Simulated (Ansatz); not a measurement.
A made-up structure of CH₆Si₂, closed shell:

```xyz
9
angstrom
C -0.9746 0.9518 -1.3693
Si 0.0812 0.8767 -0.0299
Si 0.6364 -1.1427 0.9719
H -1.4192 0.0590 -1.7946
H -1.2478 1.8833 -1.8527
H 0.6659 2.1253 0.5195
H 2.1035 -1.3769 0.9065
H -0.0737 -2.2274 0.2467
H 0.3060 0.5266 1.3277
```

It is relaxed with PBE-D4/def2-SVP and then PBE0-D4/def2-TZVP (Ansatz 0.2.0). Atoms count as bonded within 1.22 times the sum of their covalent radii (H–H: 0.88 Å). The end point is not checked to be a true minimum.

Q: Does its bonding change? (Judge from chemistry; the calculation decides.)

A: The calculation gives: Yes. Formed: Si3–H9; broken: Si2–H9.

Where it ends: The first stage lowers the energy by 3.48 eV in 13 steps. It ends as CH₆Si₂ ([CH2][SiH][SiH3]):
```csv
atom,x (Å),y (Å),z (Å)
C1,-0.9824,1.0272,-1.5454
Si2,0.1380,1.0484,-0.2578
Si3,0.6316,-0.8703,0.9526
H4,-1.4962,0.1183,-1.8382
H5,-1.2310,1.9094,-2.1252
H6,0.8178,2.3163,0.1069
H7,2.0800,-1.1947,0.8601
H8,-0.1660,-1.9875,0.3848
H9,0.2861,-0.6913,2.3880
```

Labels in which every atom is bracketed show which atoms are joined, not bond orders.

For scale, one of the runs: PBE0-D4/def2-TZVP relaxation, 141 basis functions, launched by `ansatz run in.yaml --threads 2 --pin off --events-out ev --progress --plain --max-ram 4352MiB`. Hardware: 2 CPU threads of an Arm Neoverse V1, shared host. Wall time about 16 s.
